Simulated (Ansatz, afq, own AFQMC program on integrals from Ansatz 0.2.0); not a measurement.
AFQMC on a folder of integrals that Ansatz 0.2.0 wrote.

```yaml
crystal:
  periodic: [false, false, false]
  atoms:
    - {symbol: C, position_ang: [-0.007272, -0.000001, 1.189056]}
    - {symbol: S, position_ang: [-0.000232, 0.000000, -0.592809]}
    - {symbol: H, position_ang: [1.043518, 0.000004, 1.502027]}
    - {symbol: H, position_ang: [-0.474742, 0.898302, 1.593877]}
    - {symbol: H, position_ang: [-0.474733, -0.898309, 1.593876]}
basis:
  gaussian: {orbitals: cc-pVDZ}
magnetization: {spin_polarized: true, initial_magnetization: 1}
correlation: {method: ccsd_t, electrons: outside_noble_gas, hamiltonian_folder: ham}
```

```sh
$ ansatz run in.yaml --threads 1 --pin off --events-out ev --progress --plain --max-ram 1382MiB
```

Options of the walk:

```
--method phaseless --trial cisd --walkers 60 --populations 1 --least-time 40 --time-step 0.005 --steps-per-block 50 --equilibration-blocks 28 --max-blocks 300 --target-error 0.00043 --factor-cut 1e-05 --start spin_pure --seed 7750 --release-times 0.24,0.51,0.99,1.62,2.4 --release-step 0.03 --release-every 4 --taylor-order 6
```

Times are imaginary, in 1/Eh. The walk had a cap of 1976 s.

afq prints:

```
orbitals 41  electrons 7 6  factors 326 of 452
reference energy -437.12319731 Eh
CCSD correlation -0.28838748 Eh in 10 cycles, weight of the determinant in the CISD state 0.8838
energy of the start -437.411240 Eh
 block  time / (1/Eh)  mean weight  energy / Eh
     1     0.250  1.0003  -437.406753
     2     0.500  1.0001  -437.410397
     3     0.750  0.9981  -437.412613
     4     1.000  0.9996  -437.413400
     5     1.250  1.0006  -437.419825
     9     2.250  0.9996  -437.424343
    33     8.250  1.0010  -437.418761
    65    16.250  1.0013  -437.417199
    97    24.250  1.0015  -437.412133
   121    30.250  1.0010  -437.428500
   129    32.250  1.0012  -437.415693
   161    40.250  1.0013  -437.424770
   193    48.250  1.0024  -437.416422
   225    56.250  0.9997  -437.421256
   257    64.250  0.9991  -437.418557
   289    72.250  0.9966  -437.419591
   321    80.250  0.9999  -437.415921
blocks merged  error / Eh  count
     1  0.000273  300
     2  0.000316  150
     4  0.000395  75
     8  0.000430  37
    16  0.000465  18
    32  0.000516  9
released: time / (1/Eh)  energy / Eh  error  mean overlap
  0.24  -437.419273  0.000408  1.0055
  0.51  -437.419291  0.000328  1.0007
  0.99  -437.420004  0.000505  0.9958
  1.62  -437.419875  0.000458  0.9836
  2.40  -437.419615  0.000645  1.0041
energy -437.419465 +/- 0.000465 Eh
(rows thinned)
```

The run passed its tests (sampling time, drift between the halves within three errors, error under three times the target), which doesn't prove that it has relaxed.

Against this walk (error 12.7 meV) on the same determinant: CCSD(T) 20.6 meV higher (within the noise), CCSDT(Q) 10.4 meV lower (within the noise). The error is statistical and leaves out the bias of the constraint. Released to 2.40 1/Eh the energy moves by -4 ± 22 meV (both errors), within twice the noise.

Cautions: constraint bias not in the error; error above the target (12.7 against 11.7 meV).

The walk took 23 min on 1 thread of Arm Neoverse N1, with other jobs on the host. The log's last line is the phaseless energy.

CCSDT and higher add their correlation energy to the determinant of the CCSD(T) run, since their own runs factorise the integrals more tightly (a shift of under 2 meV). A walk keeps the symmetry of its determinant, which the program's search chose and which needn't be the lowest solution, so a lower state of the same spin and another symmetry isn't excluded.
